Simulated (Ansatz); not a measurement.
# Where CCSD(T) holds and where it slips

Each species is computed at the geometry given (Å), with frozen cores, in Ansatz 0.2.0: RHF-CCSD(T) for singlets, UHF-CCSD(T) otherwise, and full CI in the same basis. The program picks the determinant by trial CCSD, so it needn't be the lowest Hartree–Fock solution. States: GaH2⁺ A1, HBSi Σ⁻ or Δ, H2Al–Al A2, HOAl Σ⁺ or Δ. Cases whose determinant has another symmetry than full CI's state, or whose (Q) step broke down, weren't drawn. No relativity is included.

Task: Judging by size, spin and bonding, rank them by the size of CCSD(T)'s error in total energy against full CI in the same basis, smallest first (an estimate).
A. HOAl, singlet, 6-31G: Al 0.000 0.000 -1.692; O 0.000 0.000 -0.017; H 0.000 0.000 1.709
B. GaH$_{2}$⁺, singlet, aug-cc-pVDZ: Ga 0.000 -0.022 0.000; H 0.000 0.769 -1.383; H 0.000 0.769 1.383
C. HBSi, triplet, 6-31G: Si 0.000 0.000 1.659; B 0.000 0.000 -0.236; H 0.000 0.000 -1.422
D. H₂Al–Al, quintet, 6-31G: Al 0.000 0.000 -1.201; Al 0.000 0.000 1.344; H 0.000 1.418 -1.916; H 0.000 -1.418 -1.916

Result: B (9.9 meV), D (21.1 meV), C (32.9 meV), A (75.6 meV).

| species | basis | correlated electrons | CCSD(T) − full CI (meV) | CCSDT(Q) − full CI (meV) | unpaired electrons (full CI) | T1 | ⟨S²⟩ of the determinant |
| --- | --- | --- | --- | --- | --- | --- | --- |
| GaH2⁺, singlet | aug-cc-pVDZ | 4 | 9.9 | 0.2 | 0.05 | 0.016 | 0.00 |
| H2Al–Al, quintet | 6-31G | 8 | 21.1 | -0.2 | 4.03 | 0.024 | 6.00 |
| HBSi, triplet | 6-31G | 8 | 32.9 | 1.6 | 2.05 | 0.015 | 2.01 |
| HOAl, singlet | 6-31G | 10 | 75.6 | -11.5 | 0.41 | 0.042 | 0.00 |

Unpaired electrons are Σ n²(2−n)² over natural occupations; an open shell counts its own unpaired electrons too. Frozen cores follow each run's orbitals, which moves totals by a few meV.
